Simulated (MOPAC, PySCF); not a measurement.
C2H3N, SMILES `CC#N`, neutral singlet in the gas phase. 

Cartesian coordinates (Å):
```xyz
6

C     -0.4866     0.0045     0.0092
C      0.9659    -0.0089    -0.0183
N      2.1224    -0.0196    -0.0402
H     -0.8888    -0.5690    -0.8382
H     -0.8538    -0.4438     0.9435
H     -0.8591     1.0368    -0.0560
```
Charge 0, multiplicity 1.

All levels are single points at this geometry (PBE0-D3(BJ)/def2-SVP); Pople sets use spherical d functions. Orbital energies aren't observables, and empty levels follow the basis.

```json
[
 {"level": "TPSSh-D3(BJ)/def2-TZVP in PySCF", "HOMO (eV)": "-8.65", "LUMO (eV)": "0.35", "gap (eV)": "9.01", "dipole (D)": "3.97", "vertical IE, Delta-SCF (eV)": "12.05"},
 {"level": "B3LYP/6-31G* in PySCF", "HOMO (eV)": "-8.88", "LUMO (eV)": "1.02", "gap (eV)": "9.90", "dipole (D)": "3.80", "vertical IE, Delta-SCF (eV)": "12.08"},
 {"level": "HF/3-21G in PySCF", "HOMO (eV)": "-12.46", "LUMO (eV)": "5.74", "gap (eV)": "18.21", "dipole (D)": "3.91", "vertical IE, Delta-SCF (eV)": "–"},
 {"level": "HF/6-31G* in PySCF", "HOMO (eV)": "-12.42", "LUMO (eV)": "5.48", "gap (eV)": "17.90", "dipole (D)": "4.07", "vertical IE, Delta-SCF (eV)": "10.90"},
 {"level": "AM1 in MOPAC", "HOMO (eV)": "-12.58", "LUMO (eV)": "1.72", "gap (eV)": "14.29", "dipole (D)": "2.88", "vertical IE, Delta-SCF (eV)": "–"},
 {"level": "PM3 in MOPAC", "HOMO (eV)": "-12.37", "LUMO (eV)": "1.44", "gap (eV)": "13.81", "dipole (D)": "3.21", "vertical IE, Delta-SCF (eV)": "–"}
]
```
